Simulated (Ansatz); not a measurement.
We consider 1T (CdI2-type) HfS2, described by HSE06-D3(BJ) in Ansatz (plane waves, PAW).

Rigid layers of the crystal as relaxed at this level are moved apart or together:

| run | k mesh | layer repeat (Å) | energy against free layers (meV/Å²) | gap on the mesh (eV) |
|---|---|---|---|---|
| 1 | 12×12×6 | 5.64 | -36.14 | 1.531 |
| 2 | 12×12×6 | 5.84 | -35.52 | 1.769 |
| 3 | 12×12×6 | 6.24 | -30.26 | 1.912 |
| 4 | 12×12×6 | 6.84 | -20.79 | 1.963 |
| 5 | 12×12×4 | 8.84 | -5.16 | 2.022 |

The lowest energy of these points lies at a layer repeat of 5.64 Å.

Spin–orbit coupling is not included.

Ansatz is a program for electronic structure.
